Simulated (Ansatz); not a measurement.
Mulliken charges of C2H5ClN2 (`C/N=C(/N)Cl`) from B3LYP/def2-TZVPP in Ansatz (PBE0-D4/def2-TZVP geometry).

```json
{"atom": "C1", "x (Å)": "-0.957", "y (Å)": "-0.247", "z (Å)": "1.341", "charge (e)": "-0.125"}
{"atom": "N2", "x (Å)": "0.190", "y (Å)": "-0.417", "z (Å)": "0.503", "charge (e)": "-0.234"}
{"atom": "C3", "x (Å)": "0.371", "y (Å)": "0.186", "z (Å)": "-0.572", "charge (e)": "0.182"}
{"atom": "N4", "x (Å)": "1.502", "y (Å)": "0.099", "z (Å)": "-1.327", "charge (e)": "-0.259"}
{"atom": "Cl5", "x (Å)": "-0.778", "y (Å)": "1.332", "z (Å)": "-1.311", "charge (e)": "-0.159"}
{"atom": "H6", "x (Å)": "-1.695", "y (Å)": "0.452", "z (Å)": "0.934", "charge (e)": "0.069"}
{"atom": "H7", "x (Å)": "-0.639", "y (Å)": "0.113", "z (Å)": "2.324", "charge (e)": "0.098"}
{"atom": "H8", "x (Å)": "-1.439", "y (Å)": "-1.216", "z (Å)": "1.496", "charge (e)": "0.096"}
{"atom": "H9", "x (Å)": "1.421", "y (Å)": "0.316", "z (Å)": "-2.304", "charge (e)": "0.160"}
{"atom": "H10", "x (Å)": "2.107", "y (Å)": "-0.669", "z (Å)": "-1.081", "charge (e)": "0.173"}
```

**Question.** By hand: the dipole of these point charges (1 e Å = 4.8032 D).

**Answer.** Σ q r = (0.152, -0.215, 0.043) e Å, of length 0.267 e Å = 1.28 D.

**Question.** How does the dipole of the full density compare? (Estimate.)

**Answer.** The calculation gave: (0.139, -0.143, -0.208) e Å, 1.38 D; the point charges give 0.93 times that, at 56° from its direction.

Point charges leave out the atoms' own dipoles, such as those of lone pairs, and Mulliken's split depends on the basis, so the two needn't agree.

B3LYP here is the variant with VWN-RPA as its local correlation; programs differ in this.
